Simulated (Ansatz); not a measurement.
in.yaml

```yaml
crystal:
  periodic: [false, false, false]
  atoms:
    - {symbol: Si, position_ang: [-0.935782, 0.000000, 0.646676]}
    - {symbol: Mg, position_ang: [1.069933, 0.000000, -0.810561]}
    - {symbol: H, position_ang: [0.274993, 0.000000, 1.526355]}
basis:
  gaussian: {orbitals: 6-31G}
magnetization: {spin_polarized: true, initial_magnetization: 3}
correlation: {method: ccsdtq, electrons: outside_noble_gas}
```

```sh
$ ansatz run in.yaml --threads 1 --pin off --events-out ev --progress --plain --max-ram 2393MiB
```

Output:

```
562 factors; integrals over basis functions are off by at most 1.6e-7 eV
mean field evaluation 1: about -13304.9263 eV, gradient 6.0e0 eV
mean field evaluation 2: about -13304.9515 eV, gradient 6.1e0 eV
mean field evaluation 4: about -13305.7553 eV, gradient 1.1e0 eV
mean field evaluation 8: about -13305.7967 eV, gradient 5.3e-3 eV
mean field evaluation 16: about -13305.7120 eV, gradient 1.0e0 eV
mean field evaluation 32: about -13303.8480 eV, gradient 4.2e-1 eV
mean field evaluation 64: about -13303.2902 eV, gradient 1.1e-1 eV
mean field evaluation 96: about -13303.8482 eV, gradient 6.6e-4 eV
mean field -13305.79672208 eV, -488.9790105436 hartree, gradient 2.0e-6 eV, S^2 3.760105; 5 other end points of the search recorded, 0 dependent functions left out
determinant -13305.79672208 eV, -488.9790105436 hartree, with singles and doubles -13307.26468206 eV, -489.0329570778 hartree
determinant -13303.84819726 eV, -488.9074035772 hartree, with singles and doubles -13305.74575387 eV, -488.9771374964 hartree
determinant -13303.35984134 eV, -488.8894568282 hartree, with singles and doubles -13304.79415128 eV, -488.9421667461 hartree
determinant -13303.28794210 eV, -488.8868145797 hartree, with singles and doubles -13304.80002054 eV, -488.9423824376 hartree
10 core orbitals not correlated: weight in the atoms' cores, before any rotation towards them, 1.000 or more for the frozen orbitals, at most 0.000 for the correlated occupied ones
reference -13305.79672208 eV, -488.9790105436 hartree; 5, 2 occupied and 13, 16 virtual orbitals, 562 factors
second order -1.02709781 eV of doubles, -0.00000000 eV of singles
cycle   1  -1.29205973 eV  change   -2.6e-1 eV  update   6.2e-2
cycle   2  -1.47836476 eV  change   -1.9e-1 eV  update   3.4e-2
cycle   3  -1.51006290 eV  change   -3.2e-2 eV  update   1.6e-2
cycle   4  -1.51892932 eV  change   -8.9e-3 eV  update   9.2e-3
cycle   5  -1.52156943 eV  change   -2.6e-3 eV  update   4.6e-3
cycle   6  -1.52225920 eV  change   -6.9e-4 eV  update   2.6e-3
cycle   7  -1.52252136 eV  change   -2.6e-4 eV  update   1.7e-3
cycle   8  -1.52312450 eV  change   -6.0e-4 eV  update   9.9e-4
cycle   9  -1.52319494 eV  change   -7.0e-5 eV  update   6.5e-4
cycle  10  -1.52293964 eV  change    2.6e-4 eV  update   3.1e-4
cycle  11  -1.52297668 eV  change   -3.7e-5 eV  update   1.8e-4
cycle  12  -1.52298064 eV  change   -4.0e-6 eV  update   9.9e-5
cycle  13  -1.52300080 eV  change   -2.0e-5 eV  update   4.9e-5
cycle  14  -1.52298435 eV  change    1.6e-5 eV  update   2.8e-5
cycle  15  -1.52296387 eV  change    2.0e-5 eV  update   1.8e-5
cycle  16  -1.52296008 eV  change    3.8e-6 eV  update   8.8e-6
cycle  17  -1.52296214 eV  change   -2.1e-6 eV  update   5.2e-6
cycle  18  -1.52296442 eV  change   -2.3e-6 eV  update   3.1e-6
cycle  19  -1.52296569 eV  change   -1.3e-6 eV  update   1.4e-6
cycle  20  -1.52296602 eV  change   -3.2e-7 eV  update   8.0e-7
Total energy: -13307.31968810 eV, -489.0349785124 hartree
```

For the same geometry and basis full CI lies 0.7 meV higher.

Ran on 1 thread of Arm Neoverse V2, shared host: 13 s wall, 0.16 GiB peak host memory.
